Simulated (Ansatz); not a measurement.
A made-up structure of CH2ClSi, doublet:

C1  (-0.323, 0.553, -0.281)
Si2  (-0.320, -0.701, 1.048)
Cl3  (1.531, -1.621, 0.750)
H4  (-1.026, 1.385, -0.264)
H5  (-1.066, -0.428, 2.225)
(Å)

It is relaxed with PBE-D4/def2-SVP and then PBE0-D4/def2-TZVP (Ansatz 0.2.0). Atoms count as bonded within 1.22 times the sum of their covalent radii (H–H: 0.88 Å). The end point is not checked to be a true minimum.

(1) Does its bonding change? (A judgement: the text doesn't fix the answer.)

Answers

(1) The calculation gives: No: no bond forms or breaks.

Where it ends: The first stage lowers the energy by 0.96 eV in 12 steps. It ends as CH₂ClSi ([CH][SiH][Cl]):
C1  (-0.677, 0.704, 0.010)
Si2  (-0.192, -0.468, 1.078)
Cl3  (1.392, -1.709, 0.788)
H4  (-0.884, 1.419, -0.761)
H5  (-0.843, -0.756, 2.363)
(Å)

Labels in which every atom is bracketed show which atoms are joined, not bond orders.

For scale, one of the runs: PBE0-D4/def2-TZVP relaxation, 117 basis functions, launched by `ansatz run in.yaml --threads 2 --pin off --events-out ev --progress --plain --max-ram 4352MiB`. Hardware: 2 CPU threads of an Arm Neoverse V2, shared host. Wall time about 20 s.
